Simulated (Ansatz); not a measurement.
# CH$_{2}$, triplet: the ladder up to UCCSDT(Q)

Geometry: that of the CH2⁻, doublet, kept fixed.

```yaml
atoms:
  - { symbol: C, position_ang: [0.0000, -0.1029, 0.0000] }
  - { symbol: H, position_ang: [0.0000, 0.6132, -0.8679] }
  - { symbol: H, position_ang: [0.0000, 0.6132, 0.8679] }
```

Basis aug-cc-pVTZ; Ansatz 0.2.0. Correlated methods freeze the noble-gas cores, which leaves 6 electrons in 91 orbitals. R marks a restricted (for open shells ROHF) determinant, U an unrestricted one. Active spaces: valence = (6e, 6o) chosen from the atoms' valence shells.

Full CI isn't at hand for all of this; UCCSDT(Q) serves as the reference, and is uncertain by the last step of the cluster series or more. The frozen core follows each run's orbitals, which can shift R against U totals by a few meV.

```
UHF ⟨S²⟩                          : 2.013
T1 diagnostic (RCCSD)             : 0.0195
largest doubles amplitude (RCCSD) : 0.022
T1 diagnostic (UCCSD)             : 0.0138
```

```json
{"level": "RHF", "E − E(UCCSDT(Q)) (meV)": "4034", "share of correlation (%)": "0.00", "wall time": "–"}
{"level": "UHF", "E − E(UCCSDT(Q)) (meV)": "3921", "share of correlation (%)": "2.79", "wall time": "–"}
{"level": "RMP2", "E − E(UCCSDT(Q)) (meV)": "643", "share of correlation (%)": "84.06", "wall time": "–"}
{"level": "UMP2", "E − E(UCCSDT(Q)) (meV)": "645", "share of correlation (%)": "84.02", "wall time": "–"}
{"level": "RCCSD", "E − E(UCCSDT(Q)) (meV)": "125", "share of correlation (%)": "96.91", "wall time": "–"}
{"level": "UCCSD", "E − E(UCCSDT(Q)) (meV)": "123", "share of correlation (%)": "96.96", "wall time": "–"}
{"level": "RCCSD(T)", "E − E(UCCSDT(Q)) (meV)": "18", "share of correlation (%)": "99.55", "wall time": "5.5 s (H100)"}
{"level": "UCCSD(T)", "E − E(UCCSDT(Q)) (meV)": "18", "share of correlation (%)": "99.56", "wall time": "3.6 s (H100)"}
{"level": "BCCD(T)", "E − E(UCCSDT(Q)) (meV)": "18", "share of correlation (%)": "99.55", "wall time": "2.5 s (H100)"}
{"level": "RCCSDT", "E − E(UCCSDT(Q)) (meV)": "4", "share of correlation (%)": "99.91", "wall time": "–"}
{"level": "UCCSDT", "E − E(UCCSDT(Q)) (meV)": "3", "share of correlation (%)": "99.94", "wall time": "–"}
{"level": "RCCSDT(Q)", "E − E(UCCSDT(Q)) (meV)": "1", "share of correlation (%)": "99.97", "wall time": "3.7 s (H100)"}
{"level": "CASSCF (valence space)", "E − E(UCCSDT(Q)) (meV)": "2906", "share of correlation (%)": "27.96", "wall time": "–"}
{"level": "NEVPT2 (valence space)", "E − E(UCCSDT(Q)) (meV)": "632", "share of correlation (%)": "84.33", "wall time": "2.6 s (H100)"}
{"level": "MRCISD (valence space)", "E − E(UCCSDT(Q)) (meV)": "142", "share of correlation (%)": "96.47", "wall time": "–"}
{"level": "MRCISD+Q (valence space)", "E − E(UCCSDT(Q)) (meV)": "35", "share of correlation (%)": "99.12", "wall time": "2.4 s (H100)"}
```

The correlation energy at UCCSDT(Q), counted from RHF, is -4.034 eV. That run took 3.3 s on 2 threads of AMD EPYC 7R13 with a shared H100 80 GB, shared host.

Times hold each run's SCF and search for its determinant on a shared host, so for small cases they say little of a method's own cost. Some runs computed forces too.

Natural occupations of CASSCF (valence space) about the gap: 1.980 1.969 1.001 1.000 0.027 0.022; effectively unpaired electrons, Σ n²(2−n)², 2.01.
